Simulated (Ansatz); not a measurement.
Relaxation of BFH$_{5}$N (8 atoms, charge 0, multiplicity 1), to a largest force component of 0.03 eV/Å in at most 50 steps.

All numbers below come from RKS PBE/6-31G* in Ansatz.

```xyz
8
Properties=species:S:1:pos:R:3:forces:R:3
B 0.097 -0.499 -0.213 0.04 -1.97 0.58
F -0.278 0.423 2.106 -0.09 0.66 0.15
H 1.146 0.075 -0.318 0.00 0.01 -0.02
H -0.964 -0.069 -0.577 0.01 0.00 0.01
N 0.138 -1.893 0.280 -0.06 2.08 -0.45
H -0.682 -2.496 0.310 0.01 0.00 -0.05
H 1.012 -2.377 0.479 -0.01 -0.01 0.00
H -0.144 -0.503 2.030 0.10 -0.76 -0.23
```

Q: Where does it end, and by what steps?

A: The forces met the threshold. After 5 steps the energy has fallen by 0.130 eV; F2 moved furthest, 0.26 Å.

```json
{"step": "0", "energy less start (eV)": "0.0000", "largest force component (eV/Å)": "2.080", "accepted": "yes"}
{"step": "1", "energy less start (eV)": "-0.1000", "largest force component (eV/Å)": "0.761", "accepted": "yes"}
{"step": "2", "energy less start (eV)": "-0.1192", "largest force component (eV/Å)": "0.406", "accepted": "yes"}
{"step": "3", "energy less start (eV)": "-0.1274", "largest force component (eV/Å)": "0.140", "accepted": "yes"}
{"step": "4", "energy less start (eV)": "-0.1300", "largest force component (eV/Å)": "0.030", "accepted": "yes"}
{"step": "5", "energy less start (eV)": "-0.1302", "largest force component (eV/Å)": "0.021", "accepted": "yes"}
```

```xyz
8
Properties=species:S:1:pos:R:3
B 0.107 -0.517 -0.288
F -0.257 0.245 2.293
H 1.151 0.060 -0.430
H -0.947 -0.093 -0.678
N 0.124 -1.783 0.347
H -0.697 -2.387 0.397
H 0.989 -2.263 0.595
H -0.146 -0.602 1.862
```

Whether the end is a true minimum wasn't checked by a vibrational analysis.

Run time: 8.9 s on 1 thread of Arm Neoverse V1 (shared host), peak memory 0.12 GiB.
